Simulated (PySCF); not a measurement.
# Shapes and spin states of CF₂

Level of theory: PBE0 in PySCF with C def2-TZVP, F def2-TZVP; no relativity; density-fitted integrals.

Relaxations began from a few typed shapes and spin states; open shells are unrestricted. The search is not exhaustive: other isomers or separated fragments can lie lower, and high-lying points may rest on an excited occupation.

Q: Which is the lowest minimum found?
A. triplet C2v: C–F 1.309 Å (×2); F–C–F 119.5°
B. singlet C2v: C–F 1.296 Å (×2); F–C–F 104.8°
C. singlet D∞h: C–F 1.507 Å (×2); F–C–F 180.0°

A: B. The others lie at 203.3 (triplet C2v), 512.7 (singlet D∞h, a saddle point) kJ/mol above it.

Counting electrons, carbon keeps 2 of its valence electrons outside its bonds, so the VSEPR class is AX2E1 and the expected shape is bent (C2v), as computed.
